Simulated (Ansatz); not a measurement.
Isolated molecules relaxed with PBE0-D4/def2-TZVP in Ansatz; ΔE leaves out vibrations. CCSD(T)/CBS is the MP2 limit (def2-TZVPP, def2-QZVPP) plus CCSD(T) − MP2 in def2-TZVPP, frozen cores. This one scheme is used for every species. Functionals use def2-TZVPP. One conformer a species, not always the lowest.

Reaction (substitution at a C–S bond): `NC(N)(F)SS` + H–F → `NC(N)(F)F` + `SS`

| species | BHLYP-D4 energy (Eh) |
| --- | --- |
| `NC(N)(F)SS` | -1046.87138 |
| H–F | -100.45188 |
| `NC(N)(F)F` | -349.72361 |
| `SS` | -797.60726 |

(1) Work out ΔE.

Largest T1 diagnostic among the species: 0.012.

Results:

(1) ΔE = (-349.72361) + (-797.60726) − (-1046.87138) − (-100.45188) = -0.00761 Eh = -0.21 eV. CCSD(T)/CBS gives 0.00 eV.

From r2SCAN to r2SCAN0 (25 % exact exchange), in def2-TZVPP and without D4, ΔE moves by −0.04 eV. The D4 term adds +0.17 eV with B3LYP and +0.09 eV with PBE0; it sums over pairs of atoms, weighted by their polarisabilities, and B3LYP, whose exchange is more repulsive, gets the larger term. Leaving LDA and LC-ωPBE aside and taking each functional with its dispersion term where it has one, the values, not all of them listed here, spread over 0.29 eV, from CAM-B3LYP-D4 to revPBE-D4. LDA lies +0.07 eV from PBE without D4.

B3LYP here is the variant with VWN-RPA as its local correlation; programs differ in this.
